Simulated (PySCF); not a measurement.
P₂. Atoms are numbered in the order given.

```xyz
2

P      0.0000     0.0000    -0.9442
P      0.0000     0.0000     0.9442
```

Geometry: B3LYP-D3(BJ)/def2-TZVPD.

Lowest vertical singlet excitation by several levels in PySCF, with rough processor times relative to the cheapest run on one machine. Each run also gave further roots (ADC and EOM-CCSD ionised and attached states too); roots are paired by order and the bases differ. EOM-CCSD serves as a yardstick, not as the true value; all levels that ended soundly for this molecule are listed, with differences from unrounded values.

```json
[
 {"level": "TDA-PBE/def2-TZVPD", "relative cost": "1", "S1 (eV)": "3.73", "S1 minus EOM-CCSD (eV)": "-0.46"},
 {"level": "EOM-CCSD/aug-cc-pVDZ", "relative cost": "1", "S1 (eV)": "4.19", "S1 minus EOM-CCSD (eV)": "0.00"},
 {"level": "TDA-CAM-B3LYP/def2-TZVPD", "relative cost": "2", "S1 (eV)": "3.41", "S1 minus EOM-CCSD (eV)": "-0.78"},
 {"level": "TDA-ωB97X/def2-TZVPD", "relative cost": "2", "S1 (eV)": "3.39", "S1 minus EOM-CCSD (eV)": "-0.80"},
 {"level": "ADC(3)/aug-cc-pVDZ", "relative cost": "30", "S1 (eV)": "3.80", "S1 minus EOM-CCSD (eV)": "-0.39"}
]
```
